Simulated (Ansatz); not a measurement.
**SiHCl+ (quartet): from Hartree-Fock to the top rungs, cc-pVTZ**

One table from this session's results is given with a row withheld; the runs are named, their logs left out.

Method: cc-pVTZ, core rule «outside noble gas», up to 10 orbitals frozen; program: Ansatz 0.2.0, Gaussian basis.

To be run: UHF; CCSD(T) on ROHF; CCSD(T) on UHF; BCCD(T) on ROHF; CCSDT(Q) on ROHF; CCSDT(Q) on UHF.

14 further runs of the same task are left out: 8 for a known fault of the program, 6 set aside as unsound or not needed.

## The geometry

The geometry is a PBE0/def2-TZVP stationary point (not a proven minimum) of the parent state, kept for this charge and spin.

3 atoms, charge 1, spin multiplicity 4.

Atoms are counted from 1 here; the program's logs count them from 0.

Bond lengths: Si1–Cl2 2.048 Å, Si1–H3 1.491 Å. Angles: Cl2–Si1–H3 115.5°.

Geometry (Å):

```xyz
3

Si    0.00000   -0.09712    1.11058
Cl    0.00000    0.04277   -0.93219
H     0.00000    1.20190    1.84316
```

Set-up of the first run:

The input, in.yaml:

```yaml
crystal:
  periodic: [false, false, false]
  atoms:
    - {symbol: Si, position_ang: [0.000000, -0.097122, 1.110575]}
    - {symbol: Cl, position_ang: [0.000000, 0.042769, -0.932187]}
    - {symbol: H, position_ang: [0.000000, 1.201899, 1.843159]}
basis:
  gaussian: {orbitals: cc-pVTZ}
total_charge: 1
magnetization: {spin_polarized: true, initial_magnetization: 3}
hamiltonian: {xc: hf}
output: {orbitals: {seedname: orbitals}}
```

The run is started by

```bash
> ansatz run in.yaml --threads 1 --pin off --events-out ev --progress --plain --max-ram 2816MiB --backend cpu
```

Among the steps run: UHF; CCSD(T) on ROHF; CCSD(T) on UHF; BCCD(T) on ROHF; CCSDT(Q) on ROHF; CCSDT(Q) on UHF.

One of the session's tables, all rows but one given; the rest of the session is left out.

```
   method  from UCCSDT(Q) (kcal/mol)
     ROHF                    +173.21
      UHF                    +168.35
     RMP2                     +29.46
     UMP2                     +30.02
    RCCSD                      +7.05
    UCCSD                      +6.86
 RCCSD(T)                      +1.14
 UCCSD(T)                      +1.09
  BCCD(T)                      +1.13
   RCCSDT                      +0.30
   UCCSDT                          ?
RCCSDT(Q)                      +0.07
UCCSDT(Q)                          0
```

Estimate the missing values for UCCSDT.

**Answer.** from UCCSDT(Q) (kcal/mol): +0.22. In the column «from UCCSDT(Q) (kcal/mol)» it lies between RCCSDT(Q) (+0.07) and RCCSDT (+0.30).

Caveats from the session: Restricted and unrestricted rows rest on different reference determinants; where their highest levels disagree by more than a few hundredths of an eV, they describe different states and don't form one ladder.
